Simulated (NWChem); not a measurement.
**HBS (hydrogen boron sulfide) at 3 levels**

We compute a comparison of 3 runs (M06-2X/def2-TZVPPD, B3LYP/def2-TZVPPD, PBE0/def2-TZVPPD) of HBS (hydrogen boron sulfide). 

The results are computed with NWChem 7.3.0.

36 further runs of the same task are left out: 1 that didn't finish, 35 set aside as unsound or not needed. Runs told in other sessions of the task aren't counted.

## (1) The system as given

The species is HBS (3 atoms), meant as a singlet with charge 0. As SMILES, `B=S`. One bond was lengthened or shortened from a relaxed shape.

Bond lengths: B1–S2 1.598 Å, B1–H3 1.351 Å. Angles: S2–B1–H3 180.0°.

## (2) A single-point energy at M06-2X/def2-TZVPPD (run 1)

Input file bhs.nw:

```
start bhs
memory stack 880 mb heap 220 mb global 1100 mb

geometry noautosym nocenter noautoz
   B        0.009618       0.003218      -0.033820
   S        0.447448       0.165418      -1.561860
   H       -0.360510      -0.133080       1.258530
end

basis spherical bse
   B library def2-TZVPPD
   S library def2-TZVPPD
   H library def2-TZVPPD
end

dft
   xc m06-2x
   grid fine
   convergence energy 1e-08
   maxiter 100
   mulliken
   print low
end

task dft energy
```

Run with:

```bash
nwchem bhs.nw > bhs.out
```

The program printed:

```text
[...]
 d= 0,ls=0.0,diis     1   -423.5790193669 -4.55D+02  6.75D-03  5.44D-01     1.6
[...]
 d= 0,ls=0.0,diis     8   -423.6293523847 -3.61D-09  8.43D-07  1.92D-08    10.3
         Total DFT energy =     -423.629352384699
      One electron energy =     -645.769580205045
           Coulomb energy =      220.837448796602
    Exchange-Corr. energy =      -30.022078055318
 Nuclear repulsion energy =       31.324857079062
[...]
      Total Density - Mulliken Population Analysis
     ---------------------------------------------
    Atom       Charge   Shell Charges
 -----------   ------   -------------------------------------------------------
    1 B    5     4.76   0.92  1.06  0.57  0.41 -0.02  0.01  0.85  0.82  0.08  0.02  0.04 -0.01  0.01
    2 S   16    16.25   2.01  0.47  1.49  1.10  0.85  0.05  4.20  1.65  0.97  2.19  1.15  0.04  0.00  0.02  0.03  0.02  0.00
    3 H    1     0.98   0.22  0.48  0.25  0.00  0.01  0.02  0.00
[...]
```

It took 11 s on 1 thread of AMD EPYC 7R13 (Zen 3), shared host; peak memory 0.11 GiB.

## (3) The energy at B3LYP/def2-TZVPPD (run 2)

Input file test.xyz:

```xyz
3

B      0.009618     0.003218    -0.033820
S      0.447448     0.165418    -1.561860
H     -0.360510    -0.133080     1.258530
```

Input file run.py:

```python
from ase.io import read
from ase.calculators.nwchem import NWChem

atoms = read('test.xyz')

calc = NWChem(
    label='test',
    theory='dft',
    memory='2200 mb',
    basis='def2-TZVPPD',
    basispar='spherical bse',
    dft={'xc': 'b3lyp', 'mult': '1', 'grid': 'fine', 'convergence': 'energy 1e-08', 'iterations': '100', 'mulliken': None},
    task='energy',
)
atoms.calc = calc

print("Total energy (eV):", round(atoms.get_potential_energy(), 6))
print("dipole (e A):", atoms.get_dipole_moment().round(4))
```

Run with:

```bash
export ASE_NWCHEM_COMMAND="nwchem PREFIX.nwi > PREFIX.nwo"
python run.py
```

The program printed:

```text
Total energy (eV): -11528.980826
dipole (e A): [-0.0751 -0.0278  0.2622]
```

The calculator wrote test.nwi:

```
title "test"

permanent_dir test

scratch_dir test

start test

geometry units angstrom nocenter noautosym noautoz
  B  9.6179999999999998e-03 3.2179999999999999e-03 -3.3820000000000003e-02
  S  4.4744800000000001e-01 1.6541800000000001e-01 -1.5618600000000000e+00
  H  -3.6051000000000000e-01 -1.3308000000000000e-01 1.2585299999999999e+00
end

memory 2200 mb

basis spherical bse noprint
   * library def2-TZVPPD
end

dft
  xc b3lyp
  mult 1
  grid fine
  convergence energy 1e-08
  iterations 100
  mulliken
end

task dft energy
```

test.nwo:

```text
Northwest Computational Chemistry Package (NWChem) 7.3.0
             --------------------------------------------------------

           Job information
           ---------------

    nwchem branch   = 7.3.0
    use scalapack   = T
    input           = test.nwi
    prefix          = test.
    data base       = test/test.db
    status          = startup
    nproc           =        1

           Memory information
           ------------------

    heap     =     72089596 doubles =      550.0 Mbytes
    stack    =     72089601 doubles =      550.0 Mbytes
    global   =    144179200 doubles =     1100.0 Mbytes (distinct from heap & stack)
    total    =    288358397 doubles =     2200.0 Mbytes
    verify   = yes
    hardfail = no

[... 74 lines left out ...]
  convergence criterion.
[... 18 lines left out ...]
          Convergence on density requested:  1.00D-05
[... 25 lines left out ...]
          Convergence Information
[... 56 lines left out ...]
   convergence    iter        energy       DeltaE   RMS-Dens  Diis-err    time
[... 13 lines left out ...]
           Coulomb energy =      220.810627742060
[... 7 lines left out ...]
                       DFT Final Molecular Orbital Analysis
[... 764 lines left out ...]
 center of mass
 --------------
 x =   0.60350301 y =   0.22295915 z =  -2.10669610

 moments of inertia (a.u.)
 ------------------
          90.033091510048          -2.705571828792          25.508792543261
          -2.705571828792          96.340148768269           9.443062825020
          25.508792543261           9.443062825020           8.310204575040

     Multipole analysis of the density
     ---------------------------------

     L   x y z        total         alpha         beta         nuclear
     -   - - -        -----         -----         ----         -------
     0   0 0 0     -0.000000    -11.000000    -11.000000     22.000000

     1   1 0 0     -0.141972     -6.540225     -6.540225     12.938478
[... 8 lines of this table left out ...]
     2   0 0 2    -14.542670    -79.799871    -79.799871    145.057073

 Task  times  cpu:        9.3s     wall:        9.3s
 Total times  cpu:        9.3s     wall:        9.3s
```

Run time: 11 s. Hardware: 1 thread of AMD EPYC 7R13 (Zen 3), shared host; peak memory 0.11 GiB.

## (4) A single-point energy at PBE0/def2-TZVPPD (run 3)

Input file bhs.nw:

```
START bhs
memory 2200 mb

GEOMETRY units angstroms noautosym nocenter noautoz
   B     0.009618    0.003218   -0.033820
   S     0.447448    0.165418   -1.561860
   H    -0.360510   -0.133080    1.258530
END

BASIS spherical bse
   B library def2-TZVPPD
   S library def2-TZVPPD
   H library def2-TZVPPD
END

DFT
   xc pbe0
   mult 1
   grid fine
   convergence energy 1e-08
   maxiter 100
   mulliken
END

TASK dft energy
```

Run with:

```bash
nwchem bhs.nw > bhs.out
```

The program printed:

```text
[...]
          Wavefunction type:  closed shell.
          No. of atoms     :     3
          No. of electrons :    22
[...]
          Charge           :     0
          Spin multiplicity:     1
[...]
          AO basis - number of functions:   105
[...]
              XC Information
              --------------
                         PBE0 Method XC Functional
                     Hartree-Fock (Exact) Exchange  0.250
          PerdewBurkeErnzerhof Exchange Functional  0.750
            Perdew 1991 LDA Correlation Functional  1.000 local
           PerdewBurkeErnz. Correlation Functional  1.000 non-local
[...]
 d= 0,ls=0.0,diis     1   -423.4272001983 -4.55D+02  7.54D-03  5.06D-01     1.5
[...]
 d= 0,ls=0.0,diis     8   -423.4797295246 -1.22D-09  1.03D-06  3.17D-08     9.3
         Total DFT energy =     -423.479729524551
      One electron energy =     -645.720537950071
           Coulomb energy =      220.776412629657
    Exchange-Corr. energy =      -29.860461283199
 Nuclear repulsion energy =       31.324857079062
[...]
      Total Density - Mulliken Population Analysis
     ---------------------------------------------
    Atom       Charge   Shell Charges
 -----------   ------   -------------------------------------------------------
    1 B    5     4.76   0.92  1.06  0.56  0.46 -0.03 -0.01  0.85  0.78  0.08  0.02  0.06 -0.00  0.01
    2 S   16    16.27   2.01  0.47  1.48  1.10  0.82  0.08  4.19  1.67  0.94  2.30  1.11  0.03  0.00  0.02  0.03  0.01  0.00
    3 H    1     0.97   0.22  0.49  0.23  0.00  0.02  0.01  0.00
[...]
```

Run time: 10 s. Hardware: 1 thread of AMD EPYC 7R13 (Zen 3), shared host; peak memory 0.11 GiB.

## (5) Overview of the runs

```csv
run,level,energy (Eh),wall time
1,M06-2X/def2-TZVPPD,-423.629352,11 s
2,B3LYP/def2-TZVPPD,-423.682234,11 s
3,PBE0/def2-TZVPPD,-423.479730,10 s
```

## (6) Summary of results

| quantity | value |
| --- | --- |
| run 3: total energy | -423.47973 Eh |
| run 3: dipole moment | 1.36 D |
| run 3: HOMO energy | -8.58 eV |
| run 3: LUMO energy | -1.26 eV |
| run 3: HOMO–LUMO gap | 7.32 eV |

Totals of different functionals can't be ranked against each other. All runs together took 32 s, the longest 11 s.
